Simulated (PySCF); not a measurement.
One of the candidates below gave these computed data.

All candidates are C6H6.

* Polarisability: 77.5 au [CAM-B3LYP/def2-SVPD]
* UV, strongest line: among the 6 lowest singlet transitions: S5 at 6.91 eV (179 nm, f = 0.034) [TDDFT CAM-B3LYP/def2-SVPD]
* Dipole: 1.31 D [CAM-B3LYP/def2-SVPD]
* Rotational structure: rotational constants A, B, C: 21.877, 1.326, 1.270 GHz [PBE0-D3(BJ)/def2-SVP]
* UV, first state: lowest singlet excitation: 4.67 eV (265 nm, f = 0.000) [TDDFT CAM-B3LYP/def2-SVPD]

Gas-phase values; electronic properties from PySCF, density fitting. Levels stand in brackets. Geometry: PBE0-D3(BJ)/def2-SVP; no solvent, vibrations or thermal averaging.

**Question.** Which candidate is it?
A. `C12C3C1C1C2C31` (prismane)
B. `C#CC#CCC` (1,3-hexadiyne)
C. `CC#CC#CC` (2,4-hexadiyne)

**Answer.** B. It is `C#CC#CCC`. Numbering: `[CH:1]#[C:2][C:3]#[C:4][CH2:5][CH3:6]`. Its formula, C6H6, gives 4 degrees of unsaturation: 0 rings and 4 π bonds in the structure found. The optimised geometry has point group Cs and is an asymmetric top.

The others, at the same levels:
- `CC#CC#CC` fails: its computed static isotropic polarisability is 81.2 au (against 77.5 au), rotational constant A is 79.123 GHz (against 21.877 GHz) and smallest rotational constant is 1.107 GHz (against 1.270 GHz).
- `C12C3C1C1C2C31` fails: its computed lowest singlet excitation is 6.72 eV (185 nm, f = 0.000 summed over 2 states within 0.01 eV) (against 4.67 eV), static isotropic polarisability is 56.5 au (against 77.5 au) and rotational constant A is 7.035 GHz (against 21.877 GHz).
